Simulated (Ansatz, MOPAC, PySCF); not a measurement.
System: C2H3O, net charge -1, singlet state. SMILES: [CH-]1CO1
Geometry: optimised at B3LYP-D3(BJ)/def2-TZVP (Ansatz, a quantum-chemistry and plane-wave program).

Unscaled harmonic wavenumbers (cm⁻¹) in rising order, each level at the stationary point that it reaches from this structure (no distance between atoms moves by over 0.3 Å); the order of modes can differ between levels, and a negative number is imaginary. B3LYP-D3(BJ)/def2-TZVP (PySCF, at the structure above): 533, 852, 886, 1052, 1127, 1175, 1194, 1252, 1508, 2701, 2886, 2915.

AM1 (MOPAC): 783, 888, 1013, 1029, 1138, 1166, 1217, 1434, 1605, 2919, 3081, 3160. Zero-point energy 27.8 against 25.8 kcal/mol; where all levels lie over 400 cm⁻¹, the wavenumbers are on average 1.091 times those of B3LYP-D3(BJ)/def2-TZVP.

PM6 (MOPAC): 736, 765, 886, 974, 1047, 1070, 1109, 1328, 1405, 2651, 2696, 2755. Zero-point energy 24.9 against 25.8 kcal/mol; where all levels lie over 400 cm⁻¹, the wavenumbers are on average 0.986 times those of B3LYP-D3(BJ)/def2-TZVP.

HF/3-21G (Ansatz): 611, 864, 934, 1141, 1156, 1231, 1272, 1400, 1683, 2819, 3139, 3184. Zero-point energy 27.8 against 25.8 kcal/mol; where all levels lie over 400 cm⁻¹, the wavenumbers are on average 1.075 times those of B3LYP-D3(BJ)/def2-TZVP.

B3LYP/6-31G* (Ansatz): 543, 846, 900, 1058, 1146, 1195, 1207, 1292, 1556, 2611, 2856, 2874. Zero-point energy 25.9 against 25.8 kcal/mol; where all levels lie over 400 cm⁻¹, the wavenumbers are on average 1.007 times those of B3LYP-D3(BJ)/def2-TZVP.
